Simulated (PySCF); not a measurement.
This PySCF input asks for the NMR shieldings of Disulfane (SMILES SS); the geometry comes from GFN2-xTB.

```python
import basis_set_exchange as bse
import numpy as np
from pyscf import gto, dft
from pyscf.prop import nmr

atoms = """
S     0.887608    0.415139    0.531173
S    -0.886849    0.473893   -0.483546
H     1.546085   -0.417742   -0.286437
H    -1.536610   -0.466517    0.215956
"""
names = dict.fromkeys(["S", "H"], "pcSseg-1")
basis = {el: gto.basis.parse(bse.get_basis(n, elements=[el], fmt="nwchem")) for el, n in names.items()}
mol = gto.M(atom=atoms, basis=basis, charge=0, verbose=0)
mf = dft.RKS(mol, xc="PBE0")
mf.grids.level = 2
mf.grids.alignment = dft.numint.BLKSIZE   # the property module wants whole blocks of grid points
mf.conv_tol = 1e-9
mf.kernel()

calc = nmr.RKS(mf)   # GIAO
C = mf.mo_coeff
Co = C[:, mf.mo_occ > 0]
resp = mf.gen_response(singlet=True, hermi=2)
def vind(x):   # induced exchange potential for any number of trial vectors
    d = np.einsum("pi,xij,qj->xpq", C, 2 * x.reshape(-1, C.shape[1], Co.shape[1]), Co, optimize=True)
    return np.einsum("xpq,pi,qj->xij", resp(d - d.transpose(0, 2, 1)), C, Co, optimize=True).ravel()
mo1, _ = nmr.rhf.solve_mo1(calc, with_cphf=vind)
sigma = calc.kernel(mo1)
for i, s in enumerate(sigma):   # ppm
    print("%2d %-2s %9.2f" % (i, mol.atom_pure_symbol(i), np.trace(s) / 3))
```

**Question.** What does it print?

**Answer.** 
```
 0 S     618.76
 1 S     618.74
 2 H      28.62
 3 H      28.62
```

These numbers come from an equivalent density-fitted implementation of the same equations, which agrees with the script to about 0.01 ppm for H and up to a few tenths of a ppm for heavy atoms, so last digits may differ.

**Question.** Turn these shieldings into chemical shifts. Referencing at the same level of theory: CS2 for 33S (503.73 ppm); TMS for 1H (31.72 ppm).

**Answer.** Averaging equivalent atoms: S 0/1: -115; H 2/3: 3.09 ppm. 

Size and cost of the density-fitted run: 58 basis functions, 2.9 s wall time on 1 thread of an x86-64 server CPU, shared host.
